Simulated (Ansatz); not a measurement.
Reaction (SMILES): Cl atom → [Cl-] (an electron is taken up)
B3LYP-D3(BJ)/def2-TZVP geometries, fixed; electronic energies without zero-point terms; positive where energy is released.
Largest species:
```xyz
1

Cl     0.0000     0.0000     0.0000
```
Charge 0, spin multiplicity 2.

Basis-set convergence of the adiabatic electron affinity at PBE0 with Ansatz (an electronic-structure program). All functions are spherical. The program fits the integrals of some runs and decomposes those of others, by size. Open shells are unrestricted. No added dispersion term, no relativity. Functions are those of the species that has most. Reference: the value in aug-cc-pV(5+d)Z, 3.566 eV.

| basis | functions | adiabatic electron affinity (eV) |
|---|---|---|
| 3-21G | 13 | [?] |
| pcseg-0 | 13 | 2.564 |
| pcseg-2 | 34 | 3.374 |
| cc-pV(T+d)Z | 39 | [?] |
| def2-TZVPP | 42 | [?] |
| def2-TZVPD | 46 | 3.575 |
| jun-cc-pV(T+d)Z | 48 | 3.576 |
| aug-pcseg-2 | 50 | [?] |
| cc-pV(Q+d)Z | 64 | 3.425 |
| def2-QZVPP | 70 | 3.478 |
| aug-pcseg-3 | 89 | 3.566 |
| pcseg-4 | 105 | 3.554 |
| aug-cc-pV(5+d)Z | 136 | 3.566 |

Task: Some entries are withheld; supply them.

Result: 
- 3-21G, adiabatic electron affinity (eV): 3.078
- cc-pV(T+d)Z, adiabatic electron affinity (eV): 3.284
- def2-TZVPP, adiabatic electron affinity (eV): 3.263
- aug-pcseg-2, adiabatic electron affinity (eV): 3.582
